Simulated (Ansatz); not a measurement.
Input (CCSDT(Q)/aug-cc-pVDZ; Ansatz, a program for electronic structure):

Ansatz 0.2 input:
```yaml
crystal:
  periodic: [false, false, false]
  atoms:
    - {symbol: O, position_ang: [-0.00000000, -0.00000000, -0.10780207]}
    - {symbol: H, position_ang: [0.00000000, 0.00000000, 0.86241659]}
basis:
  gaussian:
    orbitals: aug-cc-pVDZ
total_charge: -1
magnetization: {spin_polarized: false}
correlation: {method: ccsdt_q, electrons: outside_noble_gas}
```

Output:

```
Functional definition: HF
integrals: 0.01 GiB planned
485 factors; integrals over basis functions are off by at most 1.2e-7 eV
mean field: 0.06 GiB planned
mean field evaluation 1: about -2050.7720 eV, gradient 2.0e1 eV
mean field evaluation 2: about -2050.7726 eV, gradient 2.0e1 eV
mean field evaluation 4: about -2051.6130 eV, gradient 1.3e0 eV
mean field evaluation 8: about -2051.6200 eV, gradient 8.8e-5 eV
mean field evaluation 16: about -2051.6191 eV, gradient 4.4e-1 eV
mean field -2051.61998290 eV, -75.3956437337 hartree, gradient 1.9e-6 eV, S^2 0.000000; 0 other end points of the search recorded, 0 dependent functions left out
1 core orbitals not correlated
reference -2051.61998290 eV, -75.3956437337 hartree; 4, 4 occupied and 27, 27 virtual orbitals, 485 factors
second order -6.56789225 eV of doubles, -0.00000000 eV of singles
coupled cluster: 0.13 GiB planned
cycle   1  -6.27304429 eV  change    2.9e-1 eV  update   1.1e-1
cycle   2  -6.58631333 eV  change   -3.1e-1 eV  update   7.9e-2
cycle   3  -6.78522786 eV  change   -2.0e-1 eV  update   2.0e-2
cycle   4  -6.78315696 eV  change    2.1e-3 eV  update   8.1e-3
cycle   5  -6.76810715 eV  change    1.5e-2 eV  update   4.0e-3
cycle   6  -6.76236600 eV  change    5.7e-3 eV  update   1.8e-3
cycle   7  -6.76286269 eV  change   -5.0e-4 eV  update   8.2e-4
cycle   8  -6.76341793 eV  change   -5.6e-4 eV  update   2.3e-4
cycle   9  -6.76345847 eV  change   -4.1e-5 eV  update   1.3e-4
cycle  10  -6.76340435 eV  change    5.4e-5 eV  update   3.2e-5
cycle  11  -6.76340688 eV  change   -2.5e-6 eV  update   1.6e-5
cycle  12  -6.76338709 eV  change    2.0e-5 eV  update   7.9e-6
cycle  13  -6.76338081 eV  change    6.3e-6 eV  update   3.3e-6
cycle  14  -6.76337871 eV  change    2.1e-6 eV  update   1.5e-6
cycle  15  -6.76337805 eV  change    6.6e-7 eV  update   5.3e-7
perturbative correction -0.02483735 eV, -0.0009127556 hartree
Total energy: -2058.40819830 eV, -75.6451060483 hartree
```
